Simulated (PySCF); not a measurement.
# Identify the compound

The spectra below were simulated for a compound CH$_{5}$NO.

$^{1}$H NMR (600 MHz, computed): δ 4.41 (br s, 1H), 3.86 (br s, 1H), 2.69 (s, 3H).

$^{13}$C{$^{1}$H} NMR (computed): δ 44.2.

A single conformation, relativity neglected, no solvent model, averaged over atoms made equivalent by symmetry, fast rotation or ring inversion. Geometry: PBE0-D3(BJ)/def2-TZVP; shieldings: GIAO B97-2/pcSseg-2; PySCF 2.14.0 with density-fitted response routines.

Scale: TMS for $^{1}$H (σ = 31.64 ppm), $^{13}$C (σ = 185.38 ppm) (reference shieldings calculated alike).

**Question.** What is the structure?

**Answer.** 
The formula gives 0 degrees of unsaturation. Carbon types of the structure: 1 × CH3, leaving 2 H on heteroatoms. δC 44.2: methyl carbon bonded to N; the inductive effect lowers its shielding. δH 4.41: hydrogen on a nitrogen bonded to O or N; exchangeable, gas-phase position. δH 3.86: hydrogen on a N–OH oxygen; exchangeable, gas-phase position. δH 2.69: hydrogen on a methyl carbon bonded to N; its carbon carries N, an electronegative neighbour.

These data were computed for SMILES CNO.

Exchangeable OH/NH protons stand at their gas-phase positions; hydrogen bonding in a real sample shifts them, mostly to higher δ. Shifts are as computed. Against solution values, carbons near 30 ppm lie about +3 ppm off and those near 130 ppm about +7 ppm. Of 1211 compounds with measured shifts, 218 miss one by over three times the rms of a fit or turn the order of signals round; such compounds aren't used in these exercises.
